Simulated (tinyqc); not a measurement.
Inside a calculation. Method: Hueckel theory of the pi electrons with the omega technique, for the molecule C=CC=NC=C (SMILES; centres numbered as the heavy atoms are written). Computed by tinyqc, a small Python program that keeps every step. Settings: charge = 0, omega = 1.4, damping = 0.5. Command: `OMP_NUM_THREADS=1 python tinyqc.py 24760 24761 out.jsonl` (the two numbers bound the seeds that draw the settings). One thread of a shared host (Intel(R) Xeon(R) Processor @ 2.60GHz), about 0.01 s of CPU time with the checks.

## The Hueckel matrix

Centres:
```
centre  z_r, pi electrons of the neutral centre        h
1C                                            1  0.00000
2C                                            1  0.00000
3C                                            1  0.00000
4N                                            1  0.50000
5C                                            1  0.00000
6C                                            1  0.00000
```

Bonds:
```
i  j        k
1  2        1
2  3        1
3  4        1
4  5  1.00000
5  6        1
```

H_rr = alpha + h_r beta, H_rs = k_rs beta for bonded centres.

Hueckel matrix in units of beta (H = alpha + beta A):
```
         1C       2C       3C       4N       5C       6C
1C  0.00000  1.00000  0.00000  0.00000  0.00000  0.00000
2C  1.00000  0.00000  1.00000  0.00000  0.00000  0.00000
3C  0.00000  1.00000  0.00000  1.00000  0.00000  0.00000
4N  0.00000  0.00000  1.00000  0.50000  1.00000  0.00000
5C  0.00000  0.00000  0.00000  1.00000  0.00000  1.00000
6C  0.00000  0.00000  0.00000  0.00000  1.00000  0.00000
```

## Orbitals, round 1

pi electrons, sum of z_r less the charge = 6

Diagonalise; E = alpha + x beta with beta < 0, so the largest x are filled first; degenerate levels share their electrons. P = sum n_i c_ri c_si; each orbital has its largest coefficient positive (the first on a tie).

x values: 1.96660  1.27271  0.53393  -0.36287  -1.21975  -1.69061

occupations: 2.00000  2.00000  2.00000  0.00000  0.00000  0.00000

coefficients:
```
        MO1       MO2       MO3       MO4       MO5       MO6
1C  0.17010   0.45477   0.45919   0.57399  -0.37276   0.29151
2C  0.33451   0.57879   0.24517  -0.20829   0.45467  -0.49283
3C  0.48775   0.28186  -0.32828  -0.49841  -0.18183   0.54167
4N  0.62470  -0.22007  -0.42045   0.38915  -0.23288  -0.42292
5C  0.42843  -0.45191   0.31401   0.16263   0.58233   0.38479
6C  0.21786  -0.35508   0.58812  -0.44816  -0.47742  -0.22760
```

charge and bond-order matrix P:
```
          1C        2C        3C        4N        5C        6C
1C   0.89321   0.86540   0.12081  -0.37378   0.02310   0.29126
2C   0.86540   1.01402   0.49162  -0.04298  -0.08252   0.02310
3C   0.12081   0.49162   0.85023   0.76140  -0.04298  -0.37378
4N  -0.37378  -0.04298   0.76140   1.23093   0.47013  -0.06608
5C   0.02310  -0.08252  -0.04298   0.47013   0.97276   0.87695
6C   0.29126   0.02310  -0.37378  -0.06608   0.87695   1.03884
```

## Omega technique, round 1

h_r = h_r(0) + omega q_r, omega = 1.4, with q_r = z_r - P_rr; 0.5 of the old diagonal is kept.

matrix after round 1:
```
         1C        2C       3C       4N       5C        6C
1C  0.07475   1.00000  0.00000  0.00000  0.00000   0.00000
2C  1.00000  -0.00982  1.00000  0.00000  0.00000   0.00000
3C  0.00000   1.00000  0.10484  1.00000  0.00000   0.00000
4N  0.00000   0.00000  1.00000  0.33835  1.00000   0.00000
5C  0.00000   0.00000  0.00000  1.00000  0.01907   1.00000
6C  0.00000   0.00000  0.00000  0.00000  1.00000  -0.02719
```

## Orbitals, round 2

As before.

x values: 1.93760  1.28440  0.53023  -0.34931  -1.21514  -1.68777

occupations: 2.00000  2.00000  2.00000  0.00000  0.00000  0.00000

coefficients:
```
        MO1       MO2       MO3       MO4       MO5       MO6
1C  0.19756   0.45093   0.50488   0.53360  -0.38539   0.26358
2C  0.36802   0.54547   0.22996  -0.22628   0.49711  -0.46457
3C  0.51912   0.25502  -0.38069  -0.45678  -0.21379   0.51594
4N  0.58341  -0.24465  -0.39190   0.43372  -0.21491  -0.46031
5C  0.41389  -0.48648   0.30550   0.15852   0.54766   0.41671
6C  0.21065  -0.37091   0.54806  -0.49212  -0.46101  -0.25094
```

charge and bond-order matrix P:
```
          1C        2C        3C        4N        5C        6C
1C   0.99455   0.86955   0.05070  -0.38586   0.03328   0.30214
2C   0.86955   0.97171   0.48522  -0.01774  -0.08558   0.00248
3C   0.05070   0.48522   0.95891   0.77933  -0.05101  -0.38775
4N  -0.38586  -0.01774   0.77933   1.10762   0.48152  -0.00229
5C   0.03328  -0.08558  -0.05101   0.48152   1.00259   0.87011
6C   0.30214   0.00248  -0.38775  -0.00229   0.87011   0.96463
```

## Omega technique, round 2

As before.

matrix after round 2:
```
         1C       2C       3C       4N       5C       6C
1C  0.04119  1.00000  0.00000  0.00000  0.00000  0.00000
2C  1.00000  0.01490  1.00000  0.00000  0.00000  0.00000
3C  0.00000  1.00000  0.08119  1.00000  0.00000  0.00000
4N  0.00000  0.00000  1.00000  0.34384  1.00000  0.00000
5C  0.00000  0.00000  0.00000  1.00000  0.00772  1.00000
6C  0.00000  0.00000  0.00000  0.00000  1.00000  0.01116
```

## Convergence

Each round sets h_r = h_r(0) + omega (z_r - P_rr), keeping the share named as damping of the old diagonal; repeat until output and input diagonals agree to 1e-6.

Rounds:
```
round  sum n x  largest |h(out) - h(in)|
1      7.54647                  3.23e-01
2      7.50445                  7.67e-02
3      7.50642                  2.60e-02
4      7.50394                  1.07e-02
5      7.50457                  3.89e-03
6      7.50424                  1.58e-03
7      7.50434                  5.77e-04
8      7.50429                  2.35e-04
9      7.50431                  8.59e-05
10     7.50430                  3.50e-05
11     7.50430                  1.28e-05
12     7.50430                  5.22e-06
13     7.50430                  1.92e-06
14     7.50430                  7.82e-07
```

Converged in 14 rounds.

## Energy, charges, bond orders

final x values: 1.93285  1.28836  0.53094  -0.35315  -1.20876  -1.69024

occupations: 2.00000  2.00000  2.00000  0.00000  0.00000  0.00000

final P:
```
          1C        2C        3C        4N        5C        6C
1C   0.96352   0.86928   0.06061  -0.38509   0.02342   0.30084
2C   0.86928   0.99086   0.48616  -0.02425  -0.08507   0.00946
3C   0.06061   0.48616   0.94036   0.77843  -0.03845  -0.38599
4N  -0.38509  -0.02425   0.77843   1.11981   0.48012  -0.01749
5C   0.02342  -0.08507  -0.03845   0.48012   0.98879   0.87184
6C   0.30084   0.00946  -0.38599  -0.01749   0.87184   0.99666
```

E = sum n x; q_r = z_r - P_rr; bond order p = P_rs; free valence = sqrt(3) - sum of p over the bonds of the atom.

pi energy = 6 alpha + this times beta = 7.50430

pi charges: 1C 0.03648, 2C 0.00914, 3C 0.05964, 4N -0.11981, 5C 0.01121, 6C 0.00334

Bond orders and lengths from R = 1.517 - 0.180 p (angstrom, C-C alone):
```
bond        p        R
1-2   0.86928  1.36053
2-3   0.48616  1.42949
3-4   0.77843        -
4-5   0.48012        -
5-6   0.87184  1.36007
```

free valence of the carbons: 1C 0.86277, 2C 0.37661, 3C 0.46746, 5C 0.38010, 6C 0.86021

gap between the highest filled and the next level = 0.88409 |beta|
